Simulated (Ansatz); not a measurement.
A made-up structure of CH3OS, doublet:

C1  (0.664, -0.696, -0.512)
S2  (-0.759, 0.173, -0.550)
O3  (1.479, -0.068, 0.784)
H4  (-1.840, -0.421, -1.122)
H5  (-0.781, 1.497, -0.237)
H6  (1.012, -0.337, 1.585)
(Å)

It is relaxed with PBE-D4/def2-SVP and then PBE0-D4/def2-TZVP (Ansatz 0.2.0). Atoms count as bonded within 1.22 times the sum of their covalent radii (H–H: 0.88 Å). The end point is not checked to be a true minimum.

Problem. Does its bonding change? (Judge from chemistry; the calculation decides.)

Solution. By the calculation: Yes. Formed: C1–H4, S2–H6; broken: C1–S2, S2–H4, O3–H6.

Where it ends: The first stage lowers the energy by 4.65 eV in 48 steps. It ends as a complex of CHO ([CH][O]) + H₂S:
```
atom    x (Å)    y (Å)    z (Å)
  C1   1.2801  -1.2747  -0.5984
  S2  -1.6583   0.7983   0.3361
  O3   1.5772  -0.8344   0.4449
  H4   0.3021  -1.0779  -1.1140
  H5  -1.1914   1.9530  -0.1626
  H6  -0.5352   0.5836   1.0408
```

Labels in which every atom is bracketed show which atoms are joined, not bond orders.

For scale, one of the runs: PBE0-D4/def2-TZVP relaxation, 117 basis functions, launched by `ansatz run in.yaml --threads 2 --pin off --events-out ev --progress --plain --max-ram 4352MiB`. Hardware: 2 CPU threads of an Arm Neoverse V1, shared host. Wall time about 26 s.
